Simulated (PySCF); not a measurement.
**PO(OH)₂ → H₂PO + O₂**

Level: PBE0 in the def2-TZVP basis family, all electrons, no relativity, computed in PySCF with density fitting; open shells unrestricted.

| species | state and structure | E (Eh) | ZPE (kJ/mol) | H(298 K) − H(0) (kJ/mol) | S° (J/(mol K)) |
| --- | --- | --- | --- | --- | --- |
| PO(OH)₂ | doublet, Cs, O–H 0.964 Å (×2), P–O 1.473 Å, P–O 1.603 Å (×2); H–O–P 110.9° (×2), O–P–O 97.1°, O–P–O 117.3° (×2) | -568.02230 | 85.8 | 15.9 | 305.3 |
| H₂PO | doublet, Cs, P–H 1.422 Å (×2), P–O 1.492 Å; H–P–H 102.4°, H–P–O 114.3° (×2) | -417.57402 | 51.7 | 10.4 | 246.3 |
| O₂ | triplet, D∞h, O–O 1.193 Å | -150.23561 | 10.3 | 8.7 | 204.9 |

Problem. What is the electronic reaction energy?

Solution. At PBE0/def2-TZVP, ΔE = 558.4 kJ/mol from the differences of the total energies times 2625.5, uphill. 

Problem. Add zero-point, thermal and entropy terms for 298.15 K and 1 bar.

Solution. ΔZPE = -23.8 and Δ[H(298) − H(0)] = 3.2 kJ/mol give ΔH° = 537.8 kJ/mol. ΔS° = 145.9 J/(mol K), so ΔG° = 537.8 − 298.15 × (0.1459) = 494 kJ/mol.

Each species is the lowest minimum found with this bonding; other isomers or fragments can lie lower.
